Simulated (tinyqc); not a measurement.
Inside a calculation. Method: Born-Oppenheimer dynamics on the RHF/sto-3g surface (energies and gradients from PySCF), for H2O, spin multiplicity 1. Computed by tinyqc, a small Python program that keeps every step (integrals from PySCF). Settings: charge = 0, multiplicity = 1, basis = sto-3g, time step (fs) = 0.5, steps = 24. Command: `OMP_NUM_THREADS=1 python tinyqc.py 23752 23753 out.jsonl` (the two numbers bound the seeds that draw the settings). One thread of a shared host (Intel(R) Xeon(R) Processor @ 2.60GHz), about 1 s of CPU time with the checks.

## Velocity Verlet step 1

positions (bohr):
```
,x,y,z
1O,0.045353,0.039684,-0.045353
2H,-0.018897,1.373831,1.250999
3H,-0.041574,-1.311470,1.277455
```

velocities (bohr per atomic time unit):
```
,x,y,z
1O,0.000044486,0.000004700,-0.000043367
2H,-0.000295514,-0.000039300,0.000276633
3H,-0.000410514,-0.000035300,0.000411633
```

gradient (hartree/bohr):
```
,x,y,z
1O,0.00204005,0.01524610,-0.03329287
2H,-0.00075813,-0.02666591,0.00950417
3H,-0.00128192,0.01141980,0.02378870
```

masses (electron masses): 1O 29156.946388, 2H 1837.152588, 3H 1837.152588

gradient after step 1 (hartree/bohr):
```
,x,y,z
1O,0.00257458,0.01532921,-0.03842605
2H,-0.00097340,-0.02434232,0.01200672
3H,-0.00160118,0.00901311,0.02641933
```

dt = 0.5 fs = 20.6707 atomic units; x' = x + v dt - g dt^2 / (2m); after the new gradient g', v' = v - (g + g') dt / (2m).

positions after step 1 (bohr):
```
,x,y,z
1O,0.046258,0.039670,-0.046006
2H,-0.024918,1.376119,1.255612
3H,-0.049911,-1.313528,1.283197
```

velocities after step 1 (bohr per atomic time unit):
```
,x,y,z
1O,0.000042850,-0.000006138,-0.000017945
2H,-0.000285773,0.000247659,0.000155618
3H,-0.000394294,-0.000150250,0.000129176
```

## Velocity Verlet step 2

gradient after step 2 (hartree/bohr):
```
,x,y,z
1O,0.00302956,0.01301192,-0.04188406
2H,-0.00121758,-0.02004178,0.01482676
3H,-0.00181198,0.00702986,0.02705730
```

As before.

positions after step 2 (bohr):
```
,x,y,z
1O,0.047125,0.039431,-0.046095
2H,-0.030711,1.384069,1.257432
3H,-0.057875,-1.317681,1.282795
```

velocities after step 2 (bohr per atomic time unit):
```
,x,y,z
1O,0.000040864,-0.000016184,0.000010523
2H,-0.000273447,0.000497353,0.000004660
3H,-0.000375093,-0.000240503,-0.000171670
```

## Energy conservation

The total energy should stay constant up to terms of order dt^2; the step counts as short enough if it moves by less than 2 % of the largest kinetic energy.

Trajectory:
```
time (fs),1O-2H (angstrom),potential (hartree),kinetic (hartree),total (hartree)
0.000000,0.984981,-74.96222867,0.00052011,-74.96170856
0.500000,0.987929,-74.96207180,0.00036449,-74.96170731
1.000000,0.991879,-74.96224527,0.00053514,-74.96171012
1.500000,0.996197,-74.96270506,0.00098916,-74.96171590
2.000000,1.000188,-74.96335981,0.00163653,-74.96172328
2.500000,1.003198,-74.96409255,0.00236167,-74.96173088
3.000000,1.004706,-74.96478265,0.00304521,-74.96173744
3.500000,1.004398,-74.96532541,0.00358338,-74.96174203
4.000000,1.002202,-74.96564610,0.00390176,-74.96174434
4.500000,0.998308,-74.96570465,0.00396003,-74.96174462
5.000000,0.993158,-74.96549268,0.00374956,-74.96174312
5.500000,0.987400,-74.96503099,0.00329145,-74.96173953
6.000000,0.981810,-74.96437500,0.00264175,-74.96173326
6.500000,0.977184,-74.96362318,0.00189860,-74.96172457
7.000000,0.974205,-74.96291136,0.00119594,-74.96171543
7.500000,0.973316,-74.96238216,0.00067339,-74.96170876
8.000000,0.974632,-74.96213968,0.00043295,-74.96170673
8.500000,0.977915,-74.96221660,0.00050725,-74.96170936
9.000000,0.982618,-74.96257278,0.00085788,-74.96171490
9.500000,0.987993,-74.96312179,0.00140064,-74.96172115
10.000000,0.993223,-74.96376511,0.00203843,-74.96172669
10.500000,0.997559,-74.96441482,0.00268358,-74.96173125
11.000000,1.000424,-74.96499839,0.00326304,-74.96173535
11.500000,1.001496,-74.96545100,0.00371144,-74.96173956
12.000000,1.000734,-74.96570726,0.00396356,-74.96174370
```

The total energy moves within 3.8e-05 hartree, under 2 % of the largest kinetic energy.
